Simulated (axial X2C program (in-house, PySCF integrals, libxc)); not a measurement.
# SiS⁻: bond constants with and without spin–orbit coupling

Computed with an axial X2C code built on PySCF integrals. Spin-free means the one-electron spin-free X2C Hamiltonian; two-component (2c) means X2C with spin–orbit coupling and atomic mean-field two-electron Coulomb and Gaunt terms, so the difference of the two also holds small scalar two-electron terms. Basis: S dyall-av3z [9s8p3d2f], Si dyall-av3z [9s8p3d2f] (cores contracted in-house); Gaussian nuclei, density fitting, unrestricted open shells. Masses: S 31.972 u, Si 27.977 u.

State, spin-free: M_S = 1/2, Λ = 1 (beyond evenly filled blocks: π+α); electrons by block: σα: 9, σβ: 9, π+α: 4, π+β: 3, π-α: 3, π-β: 3. Fragments: S- + Si.

State, 2c: Ω = 1/2 (⟨Sz⟩ = -0.50, ⟨Lz⟩ = 1.00 at PBE0); electrons by block: 1/2: 13, -1/2: 12, 3/2: 3, -3/2: 3. Fragments: S- + Si.

```
Hamiltonian   level  Re (Å)  ωe (cm⁻¹)  ωexe (cm⁻¹)  De (eV)  D0 (eV)  μ (D)
         2c    PBE0   2.032      617.6         2.26     4.66     4.62  -0.99
         2c  PBEsol   2.042      594.7         2.31     5.12     5.08  -1.40
```

Spin-free values that have a 2c row agree with it to the digits that matter (0.001 Å, 0.01 eV) and are not repeated.

Dipoles are positive if Si is the positive end and refer to the centre of mass.

The state is a single determinant with fixed occupations, the lowest that a limited PBE0 search found. Dissociation energies refer to the lowest single-determinant-based atoms at the same level and basis. Density functionals use the spin component along the axis (collinear). The highest occupied level is positive at some bond lengths even in Hartree–Fock (under at least one Hamiltonian), so the basis set holds the extra electron there; where that holds at Re the anion is at best weakly bound and its constants depend on the basis. A 2c atom that is not at its ground J level misses part of its spin–orbit lowering, and De is too large by that part (0.04 eV or less for light atoms). This holds for PBE0, PBEsol. Without a current term, density functionals place determinants with orbital angular momentum somewhat too high.

No reliable constants came from CCSD (2c), CCSD (spin-free), CCSD(T) (2c), CCSD(T) (spin-free), HF (2c), HF (spin-free), MP2 (2c), MP2 (spin-free): no minimum in range, unconverged points, a curve that is not smooth, a change of character along it, or the two Hamiltonians disagreeing along it.

Rough cost a point (2c) on 1 thread(s) of a shared host, integrals apart: PBE0 0.26 s, PBEsol 0.18 s.

The whole task took 99 s on 1 thread of Intel(R) Xeon(R) 6975P-C (Granite Rapids), on a shared host.
